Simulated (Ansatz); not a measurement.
Reaction (SMILES): Cl (HCl) → Cl atom + H atom
B3LYP-D3(BJ)/def2-TZVP geometries, fixed; electronic energies without zero-point terms.

Core correlation in the bond dissociation energy at CCSD(T) with Ansatz (an electronic-structure program), in kcal/mol: frozen core against 1s of Al to Cl frozen alone. Core-valence sets carry the plain set on hydrogen. Open shells are unrestricted. Costs are rough ratios of core time on shared machines of one kind.

```json
[
 {"basis": "cc-pV(D+d)Z", "functions, most": "28", "frozen core": "99.21"},
 {"basis": "cc-pCVDZ", "functions, most": "32", "frozen core": "98.36"},
 {"basis": "cc-pV(T+d)Z", "functions, most": "53", "frozen core": "104.43"},
 {"basis": "cc-pCVTZ", "functions, most": "73", "frozen core": "104.39"},
 {"basis": "cc-pwCVTZ", "functions, most": "73", "frozen core": "104.55"},
 {"basis": "cc-pV(Q+d)Z", "functions, most": "94", "frozen core": "106.30"},
 {"basis": "cc-pCVQZ", "functions, most": "139", "frozen core": "106.31"},
 {"basis": "cc-pwCVQZ", "functions, most": "139", "frozen core": "106.34"}
]
```

Question: How large is the core term in each set?

Answer: The largest core-valence set, cc-pwCVQZ, gives a core term of 0.23 kcal/mol; the valence set cc-pV(Q+d)Z, which lacks functions for the core, gives 0.39. By row: cc-pV(D+d)Z 0.46, cc-pCVDZ 0.35, cc-pV(T+d)Z 0.72, cc-pCVTZ 0.24, cc-pwCVTZ 0.22, cc-pV(Q+d)Z 0.39, cc-pCVQZ 0.24, cc-pwCVQZ 0.23.
